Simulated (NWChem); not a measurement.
System meant: diphosphorus (P2); SMILES P#P

Here is an NWChem input.

```
start job
memory heap 200 mb stack 900 mb global 1100 mb
geometry units angstroms noautoz
  P      0.000000     0.000000     0.952143
  P      0.000000     0.000000    -0.952143
end
basis spherical
  P library def2-svp
end
dft
  odft
  mult 2
  xc xpbe96 cpbe96
  iterations 150
  mulliken
end
task dft energy
```

End of the output:

```
 ==============================================================================
                                internuclear distances
 ------------------------------------------------------------------------------
       center one      |      center two      | atomic units |  angstroms
 ------------------------------------------------------------------------------
    2 P                |   1 P                |     3.59858  |     1.90429
 ------------------------------------------------------------------------------
                         number of included internuclear distances:          1
 ==============================================================================

 Summary of "ao basis" -> "" (spherical)
 ------------------------------------------------------------------------------
       Tag                 Description            Shells   Functions and Types
 ---------------- ------------------------------  ------  ---------------------
 P                          def2-svp                 8       18   4s3p1d

  pbe96 is a nonlocal functional; adding pw91lda local functional.

                                 NWChem DFT Module
                                 -----------------

 Summary of "ao basis" -> "ao basis" (spherical)
 ------------------------------------------------------------------------------
       Tag                 Description            Shells   Functions and Types
 ---------------- ------------------------------  ------  ---------------------
 P                          def2-svp                 8       18   4s3p1d

      Symmetry analysis of basis
      --------------------------

        a1g         8
        a1u         0
        a2g         0
        a2u         8
        b1g         1
        b1u         1
        b2g         1
        b2u         1
        eg          8
        eu          8

  number of electrons :                   30
  multiplicity        :                    2
 ------------------------------------------------------------------------
  no. of electrons and multiplicity not compatible                  30
 ------------------------------------------------------------------------
 ------------------------------------------------------------------------
  current input line :
    17: task dft energy
 ------------------------------------------------------------------------
 ------------------------------------------------------------------------
 There is an error in the input file
 ------------------------------------------------------------------------
 For more information see the NWChem manual at https://nwchemgit.github.io

0: no. of electrons and multiplicity not compatible:Received an Error in Communication
```

Q: Can this run be used? If not, why, and what is the fix?

A: The input was rejected before any calculation. Cause: the multiplicity doesn't fit the number of electrons (an even count wants an odd multiplicity, and the reverse). This input runs:
```
start job
memory heap 200 mb stack 900 mb global 1100 mb
geometry units angstroms noautoz
  P      0.000000     0.000000     0.952143
  P      0.000000     0.000000    -0.952143
end
basis spherical
  * library def2-svp
end
dft
  xc xpbe96 cpbe96
  iterations 150
  mulliken
end
task dft energy
```
It converges to -682.16558 Ha (PBE/def2-SVP).
